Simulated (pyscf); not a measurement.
GaH [singlet] + H₂ -> GaH₃, an insertion (singlet surface; H–H broken, Ga–H, Ga–H formed). Optimised with ωB97X-D3(BJ)/def2-SVP in PySCF. Energies in kcal/mol from the separated reactants.

Small-basis levels: PySCF, no dispersion term, spherical d functions. 

Quick B3LYP/6-31G*+LANL2DZ single points give ΔE‡ = 44.4 kcal/mol and ΔE = -18.6 kcal/mol. What does ωB97M-D3(BJ)/def2-TZVP give, and how far is the quick result from it?

ωB97M-D3(BJ)/def2-TZVP gives ΔE‡ = 41.8 kcal/mol and ΔE = -19.1 kcal/mol. B3LYP/6-31G*+LANL2DZ lies 2.7 kcal/mol over it in the barrier and 0.5 kcal/mol over it in the reaction energy, so on this step it holds to within 3.0 kcal/mol. ωB97M-D3(BJ)/def2-TZVP has limits of its own. One saddle was located; it need not be the lowest between these sides. In the def2 sets elements up to Kr have no core potential.
